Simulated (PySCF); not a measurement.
# State search for CH

Unrestricted PBE0; PySCF, no relativity, basis sets H pcseg-2, C pcseg-2. Outer shells of the fragments: H 1s1; C 2s2 2p2.

Followed along the bond (rough minima from three points):

| 2Ms+1 | unpaired | ⟨S²⟩ at the start | R at minimum (Å) | Te (eV) |
| --- | --- | --- | --- | --- |
| 2 | π ↑ | 0.75 | 1.13 | 0.00 |
| 4 | σ ↑, π ↑↑ | 3.75 | 1.09 | 0.53 |

Solutions found at the starting distance of 1.030 Å, counted from the lowest of them; the search is not exhaustive and high or unbound solutions are not listed, so other states can lie among these:

```csv
2Ms+1,unpaired,term,E (eV),⟨S²⟩,⟨Lz²⟩,μ (D)
2,π ↑,²Π,0.00,0.75,1.00,-1.71
4,"σ ↑, π ↑↑",⁴Σ⁻,0.44,3.75,0.00,-0.64
2,"σ ↑, π ↑↓",mixed,1.70,1.76,2.01,-0.87
2,"σ ↓, π ↑↑",mixed,1.92,1.76,0.00,-1.08
2,σ ↑,mixed,3.15,0.75,2.00,-0.88
2,π ↑,²Π,6.91,0.78,1.01,-0.28
```

A term symbol is given only where ⟨S²⟩ and ⟨Lz²⟩ are close to those of a pure state; real π, δ and φ orbitals otherwise mix terms. A positive dipole means H(−)C(+).

Problem. Compare the gap between the two lowest followed solutions at the starting distance with the gap between their minima.

Solution. At PBE0 the second solution (quartet, unpaired electrons σ ↑, π ↑↑) lies +0.44 eV from the first (doublet, unpaired electrons π ↑) at 1.030 Å and +0.53 eV at the minima; the two curves relax by different amounts, since their minima lie near 1.09 and 1.13 Å.

Counting both spins, an empty level lies below a filled one in some of these solutions, because spin and occupation are held.
